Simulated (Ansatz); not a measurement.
System: antifluorite Mg₂Si. Method: G0W0@HSE06 in Ansatz (plane waves, hard PAW, contour deformation).

The cell has the measured lattice parameters. Conventional cell: a = 6.3470 Å, b = 6.3470 Å, c = 6.3470 Å, α = 90.00°, β = 90.00°, γ = 90.00°.

The quasiparticle gap at Γ at a fixed k mesh 2×2×2:

```
response cutoff           value (eV)
------------------------  ----------
150 eV, 490 empty bands        2.741
200 eV, 754 empty bands        2.748
250 eV, 1054 empty bands       2.752
300 eV, 1386 empty bands       2.754
```

Problem. Taking the value to converge with the response cutoff E as E^(−3/2), extrapolate from the last two rows.

Solution. With y = y∞ + c/w and weights w = 3953 and 5196 for the last two rows, y∞ = (w2 y2 − w1 y1)/(w2 − w1) = (5196 × 2.754 − 3953 × 2.752)/1243 = 2.760 eV, which lies 0.006 beyond the last row. Successive pairs of rows give 2.761, 2.762, 2.760. The limit also hangs on the law assumed, so its last digits aren't firm.

The other settings are not extrapolated, so this is the limit in one setting alone.

The smallest gap on this mesh is 0.61 eV, away from Γ.

Note: GW on a hybrid start was not checked against another program.

Ansatz is an electronic-structure program.
